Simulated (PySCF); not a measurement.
A species of formula C4H5NO has this rotational fingerprint, computed with PBE0-D3(BJ)/def2-TZVP geometry optimisation, gas phase (PySCF):

- Rotational constants: A = 9300, B = 3566, C = 2620 MHz
- Dipole components: |μa| = 0.57 D, |μb| = 2.88 D, |μc| = 0.00 D
- Inertial defect: -3.13 u·Å²
- κ: -0.72

**Question.** Which candidate fits, each taken in the one conformer that was computed?
A. `[O:1]=[C:2]=[N:3][CH:4]1[CH2:5][CH2:6]1` with C2–N3–C4–C5 -34°
B. 3-methylisoxazole (`Cc1ccon1`)

**Answer.** B. It is Cc1ccon1, an asymmetric top, point group Cs. The candidates at the same level (rigid rotor, commonest isotopes):

```tsv
SMILES	A (MHz)	B (MHz)	C (MHz)	μa (D)	μb (D)	μc (D)	Δ (u·Å²)	point group	rotor
O=C=NC1CC1	10769	2127	2066	2.99	0.09	0.00	-39.85	Cs	near-prolate asymmetric top
Cc1ccon1	9300	3566	2620	0.57	2.88	0.00	-3.13	Cs	asymmetric top
```

`O=C=NC1CC1` has B 40 % too low. In the right answer the mirror of this Cs structure is the ab plane, so μc vanishes by symmetry. No structure here is proved a minimum.
